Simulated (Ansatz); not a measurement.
BH₃ + H• → `[BH2]`• + H₂  (hydrogen abstraction from a B–H bond)

Isolated molecules relaxed with PBE0-D4/def2-TZVP in Ansatz; ΔE leaves out vibrations. CCSD(T)/CBS is frozen-core, at the limit of the def2 triple- and quadruple-zeta sets. DFT in def2-TZVPP. Open shells (•) are unrestricted, without spin–orbit coupling.

BH₃:

Cartesian coordinates in Å:
```
B 0.000 0.000 0.000
H -0.255 -1.093 0.406
H -0.439 0.365 -1.048
H 0.694 0.728 0.642
```

`[BH2]`•:

Z-matrix (Å, degrees):
```
B
H 1 1.191
H 1 1.191 2 129.5
```

H₂:

Z-matrix (Å, degrees):
```
H
H 1 0.746
```

```csv
level,ΔE (kcal/mol)
r2SCANh-D4,-0.9
CAM-B3LYP-D4,1.6
revPBE,-0.5
BLYP,-0.7
```

**Question.** What does CCSD(T)/CBS give? (Estimate.)

**Answer.** Computed: +1.4 kcal/mol. The listed levels differ from it by -2.3, 0.2, -1.9, -2.1 kcal/mol.

Largest T1 diagnostic among the species: 0.010.

From BLYP to BHLYP (50 % exact exchange), in def2-TZVPP and without D4, ΔE moves by +2.1 kcal/mol. Leaving LDA and LC-ωPBE aside and taking each functional with its dispersion term where it has one, the values, not all of them listed here, spread over 4.8 kcal/mol, from r2SCAN-D4 to ωB97X-V. LDA lies +1.9 kcal/mol from PBE without D4. At CCSD(T), def2-SVP lies +2.2 kcal/mol from the extrapolated value and def2-TZVPP +0.0 kcal/mol.
